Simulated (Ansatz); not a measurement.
The input, for Ansatz 0.2.0:

```yaml
crystal:
  periodic: [false, false, false]
  atoms:
    - {symbol: B, position_ang: [0.000000, 0.000000, 0.000000]}
    - {symbol: Cl, position_ang: [0.000000, 0.000000, 2.501000]}
basis:
  gaussian: {orbitals: 6-31G}
total_charge: 1
magnetization: {spin_polarized: false, initial_magnetization: 1}
correlation: {method: ccsdt, electrons: all}
```

```sh
$ ansatz run in.yaml --threads 1 --pin off --events-out ev --progress --plain --max-ram 2393MiB
```

The program prints:

```
433 factors; integrals over basis functions are off by at most 9.1e-8 eV
mean field evaluation 1: about -13153.4587 eV, gradient 2.9e1 eV
mean field evaluation 2: about -13153.4893 eV, gradient 2.9e1 eV
mean field evaluation 4: about -13160.3649 eV, gradient 7.9e0 eV
mean field evaluation 8: about -13161.1667 eV, gradient 5.5e-1 eV
mean field evaluation 16: about -13161.2128 eV, gradient 4.0e-1 eV
mean field evaluation 32: about -13161.6270 eV, gradient 1.9e-6 eV
mean field evaluation 64: about -13161.1741 eV, gradient 1.3e-4 eV
mean field evaluation 96: about -13156.5417 eV, gradient 1.9e0 eV
mean field evaluation 128: about -13156.9365 eV, gradient 2.3e0 eV
mean field evaluation 160: about -13161.5882 eV, gradient 7.5e-1 eV
...
cycle  10  -2.67531669 eV  change   -2.9e-4 eV  update   2.9e-4
cycle  11  -2.67529232 eV  change    2.4e-5 eV  update   1.7e-4
cycle  12  -2.67541654 eV  change   -1.2e-4 eV  update   1.0e-4
cycle  13  -2.67534446 eV  change    7.2e-5 eV  update   5.0e-5
cycle  14  -2.67532919 eV  change    1.5e-5 eV  update   3.0e-5
cycle  15  -2.67531570 eV  change    1.3e-5 eV  update   1.9e-5
cycle  16  -2.67532320 eV  change   -7.5e-6 eV  update   1.0e-5
cycle  17  -2.67532955 eV  change   -6.3e-6 eV  update   5.7e-6
cycle  18  -2.67533128 eV  change   -1.7e-6 eV  update   3.4e-6
cycle  19  -2.67533276 eV  change   -1.5e-6 eV  update   1.8e-6
Total energy: -13164.30238237 eV, -483.7791894673 hartree
```

Ran on 1 thread of AMD EPYC 7R43, shared host: 9 s wall, 0.14 GiB peak host memory.
